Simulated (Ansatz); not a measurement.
Geometry optimisation, RKS PBE/6-31G* in Ansatz.

Input:

```yaml
crystal:
  periodic: [false, false, false]
  atoms:
    - { symbol: B, position_ang: [-0.004878, 0.250336, -0.01095] }
    - { symbol: H, position_ang: [-0.007388, 0.41086, 1.179341] }
    - { symbol: H, position_ang: [1.038234, 0.252935, -0.602921] }
    - { symbol: H, position_ang: [-1.050359, 0.199781, -0.598449] }
    - { symbol: F, position_ang: [0.068719, -2.096323, 0.871014] }
    - { symbol: H, position_ang: [0.061571, -1.420189, 1.522366] }
basis:
  gaussian: { orbitals: "6-31G*" }
hamiltonian:
  xc: pbe
relax:
  f_tol: 0.03
  max_steps: 50
```

Launched with:

```bash
$ ansatz run input.yaml --threads 1 --pin off --max-ram 2048MiB --backend cpu --events-out ev --progress --plain --runs-dir out
```

**Question.** Where does it end, and by what steps?

**Answer.** The run converged. After 5 steps the energy has fallen by 0.203 eV; F5 moved furthest, 0.44 Å.

| step | energy less start (eV) | largest force component (eV/Å) | accepted |
| --- | --- | --- | --- |
| 0 | 0.0000 | 0.538 | yes |
| 1 | -0.0739 | 1.407 | yes |
| 2 | -0.1730 | 1.170 | yes |
| 3 | -0.1757 | 0.561 | yes |
| 4 | -0.2023 | 0.055 | yes |
| 5 | -0.2029 | 0.025 | yes |

```xyz
6
Properties=species:S:1:pos:R:3
B 0.001 0.078 0.064
H -0.007 0.519 1.200
H 1.040 0.131 -0.545
H -1.043 0.069 -0.537
F 0.058 -1.728 0.631
H 0.057 -1.471 1.547
```

Time of the run: 7.2 s on 1 thread of Arm Neoverse N1, on a shared host, peak memory 0.095 GiB.
